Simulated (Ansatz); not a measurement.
# HF with C₂H₄: structure and interaction energy

The task here is to estimate one member of a computed series from the others.

Computed with Ansatz 0.2.0, Gaussian basis. Level: PBE0-D4 structure, single points in def2-TZVPPD.

Levels: PBE-D4, revPBE-D4, BLYP-D4, r2SCAN-D4, B97M-V, PBE0-D4, B3LYP-D4, HSE06-D4, wB97X-V, wB97M-V, B2PLYP, Hartree-Fock, MP2, CCSD, CCSD(T). The reference is CCSD(T) extrapolated to the basis limit.

Correlated methods freeze the cores. B3LYP uses VWN-RPA correlation. B2PLYP carries no dispersion term here.

176 further runs of the same task are left out: 176 set aside as unsound or not needed.

## Starting geometry

The pair, from a GFN2-xTB docking trial: 8 atoms, charge 0, spin multiplicity 1.

Atoms are counted from 1 here; the program's logs count them from 0.

Bond lengths: F1–H2 0.937 Å, C3–C4 1.317 Å, C3–H5 1.081 Å, C3–H6 1.081 Å, C4–H7 1.077 Å, C4–H8 1.077 Å. Angles: C4–C3–H5 120.5°, C4–C3–H6 121.3°, H5–C3–H6 118.2°, C3–C4–H7 122.2°, C3–C4–H8 121.6°, H7–C4–H8 116.1°.

Coordinates:

```xyz
8

F    -0.20720   -0.17080   -3.06940
H     0.06860   -0.06380   -2.18020
C    -0.02330    0.07450    0.21390
C     0.07820    0.00520    1.52540
H    -0.42870   -0.75410   -0.34930
H     0.27140    0.96340   -0.32540
H     0.46450    0.81930    2.11520
H    -0.22350   -0.87370    2.06970
```

Atoms 1 to 2 are fragment A (HF), the rest fragment B (C₂H₄).

Set-up of the first run:

The input, pre/in.yaml:

```yaml
crystal:
  periodic: [false, false, false]
  atoms:
    - {symbol: F, position_ang: [-0.207200, -0.170800, -3.069400]}
    - {symbol: H, position_ang: [0.068600, -0.063800, -2.180200]}
    - {symbol: C, position_ang: [-0.023300, 0.074500, 0.213900]}
    - {symbol: C, position_ang: [0.078200, 0.005200, 1.525400]}
    - {symbol: H, position_ang: [-0.428700, -0.754100, -0.349300]}
    - {symbol: H, position_ang: [0.271400, 0.963400, -0.325400]}
    - {symbol: H, position_ang: [0.464500, 0.819300, 2.115200]}
    - {symbol: H, position_ang: [-0.223500, -0.873700, 2.069700]}
basis:
  gaussian: {orbitals: def2-SVP}
hamiltonian: {xc: pbe, dispersion: d4}
relax: {f_tol: 0.03, max_steps: 250}
```

The run is started by

```sh
> ansatz run in.yaml --threads 2 --pin off --events-out ev --progress --plain --max-ram 5222MiB
```

Among the steps run: A first relaxation in a small basis; Relaxation at PBE0-D4; PBE-D4/def2-TZVPPD; r2SCAN-D4/def2-TZVPPD; PBE0-D4/def2-TZVPPD; B3LYP-D4/def2-TZVPPD; wB97X-V/def2-TZVPPD; wB97M-V/def2-TZVPPD; B2PLYP/def2-TZVPPD; BLYP-D4/def2-TZVPPD; revPBE-D4/def2-TZVPPD; B97M-V/def2-TZVPPD; HSE06-D4/def2-TZVPPD; CCSD(T)/def2-TZVPPD; MP2/def2-QZVPPD; Vibrations of the pair.

One of the session's tables, all rows but one given; the rest of the session is left out.

| method | interaction (kcal/mol) |
| --- | --- |
| PBE-D4 | -5.62 |
| revPBE-D4 | -4.86 |
| BLYP-D4 | -4.75 |
| r2SCAN-D4 | -5.56 |
| B97M-V | -4.80 |
| PBE0-D4 | -5.53 |
| B3LYP-D4 | -4.99 |
| HSE06-D4 | -5.52 |
| wB97X-V | -5.06 |
| wB97M-V | -4.99 |
| B2PLYP | -4.28 |
| Hartree-Fock | ? |
| MP2 | -4.41 |
| CCSD | -3.82 |
| CCSD(T) | -4.13 |
| CCSD(T)/CBS | -4.51 |

Q: Estimate the row for Hartree-Fock from the others.

As computed: interaction (kcal/mol): -2.65. In the column «interaction (kcal/mol)» it is the highest.
